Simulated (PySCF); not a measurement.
Spectra and structures to be paired. Theory: TDDFT B3LYP/def2-SVPD, vertical, gas phase, core orbitals frozen in the response in PySCF. Geometries: PBE0-D3(BJ)/def2-SVP; one conformer of each isolated species. Triplets are in the Tamm–Dancoff approximation. Atoms past krypton carry core potentials; spin–orbit coupling is left out.

A. `[BH]` (BH) [singlet]
B. `N#C/C=N/c1ccn[se]1` (C5H3N3Se)
C. `[NH2][InH2]` (H4InN)

Lowest singlet levels (six at most, fewer where fewer were computed) with oscillator strengths:

1. 252 nm (f 0.077); 228 nm (f 0.068); 221 nm (f 0.000); 210 nm (f 0.011); 193 nm (f 0.034); 184 nm (f 0.025); T1 3.85 eV
2. 465 nm (f 0.045 summed over 2 states); 197 nm (f 0.120); 138 nm (f 0.270); 136 nm (f 0.024 summed over 2 states); 133 nm (f 0.000 summed over 2 states); 124 nm (f 0.121) [of 10 roots; the last level is left out, as the window may have cut its degenerate partner]; T1 0.99 eV
3. 367 nm (f 0.001); 363 nm (f 0.039); 302 nm (f 0.423); 288 nm (f 0.000); 251 nm (f 0.000); 235 nm (f 0.000); T1 2.43 eV

Question: Which spectrum belongs to which structure?

Answer: 1 = C, 2 = A, 3 = B.
- A: S1 at 2.67 eV, HOMO→LUMO/LUMO+1 (97%); Löwdin shares by element: HOMO boron 82%, hydrogen 18%; LUMO (one of a set within 0.03 eV) boron 86%, hydrogen 14%; HOMO -6.48 and LUMO -2.61 eV; point group C∞v, 2 of its 9 listed states under f = 0.0005.
- B: S1 at 3.37 eV, HOMO-2→LUMO (96%); Löwdin shares by element: HOMO selenium 51%, carbon 26% or more, nitrogen 10% or more; LUMO nitrogen 39%, carbon 21% or more (atoms not listed hold the other 40%); HOMO -7.58 and LUMO -3.58 eV; point group Cs, 3 of its 6 listed states under f = 0.0005.
- C: S1 at 4.91 eV, HOMO→LUMO (97%); Löwdin shares by element: HOMO nitrogen 71%, hydrogen 17% or more, indium 12%; LUMO indium 70%, hydrogen 18% or more, nitrogen 11%; HOMO -6.78 and LUMO -1.41 eV.

A slash joins orbitals within 0.01 eV of each other, whose weights are summed (≥ marks a lower bound).
